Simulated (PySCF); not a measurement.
## Electric properties by functional and basis

Methylenecyclopropene, C₄H₄.
SMILES: `C1(C=C1)=C`

PySCF, dipoles from the SCF density, polarisabilities from static response with core orbitals frozen. Geometry: PBE0-D3(BJ)/def2-SVP; no solvent, vibrations or thermal averaging.

Task: How do dipole and polarisability depend on functional and basis here?

Result: 

| level | μ (D) | α (au) | anisotropy (au) |
| --- | --- | --- | --- |
| LDA/def2-SVPD | 2.020 | 47.74 | 29.81 |
| PBE/def2-SVPD | 2.029 | 47.40 | 29.90 |
| B3LYP/def2-SVPD | 2.107 | 47.19 | 29.84 |
| PBE0/def2-SVPD | 2.112 | 46.60 | 29.44 |
| BHandHLYP/def2-SVPD | 2.209 | 46.55 | 29.63 |
| CAM-B3LYP/def2-SVPD | 2.142 | 46.75 | 29.59 |
| wB97X-D/def2-SVPD | 2.139 | 46.94 | 29.15 |
| LC-wPBE/def2-SVPD | 2.135 | 45.58 | 28.88 |
| HF/def2-SVPD | 2.404 | 46.58 | 29.64 |
| PBE0/6-31G* | 2.071 | 37.04 | 36.01 |
| PBE0/def2-SVP | 2.067 | 39.74 | 33.30 |
| PBE0/def2-TZVP | 2.149 | 45.17 | 32.20 |

The anisotropy is √(½[(α1 − α2)² + (α2 − α3)² + (α3 − α1)²]). The dipole runs from 2.02 D (LDA/def2-SVPD) to 2.40 D (HF/def2-SVPD). No reference polarisability is at hand; against PBE0 in the largest diffuse basis at hand (def2-SVPD) the other PBE0 rows deviate by 6-31G* -21%, def2-SVP -15%, def2-TZVP -3%. In one basis (def2-SVPD) the functionals order the polarisability from LC-wPBE (lowest) to LDA (highest), a spread of 5%. With PBE0 the polarisability is 40.65 au without diffuse functions (mean of 6-31G*, def2-SVP and def2-TZVP) and 46.60 au with them (def2-SVPD).
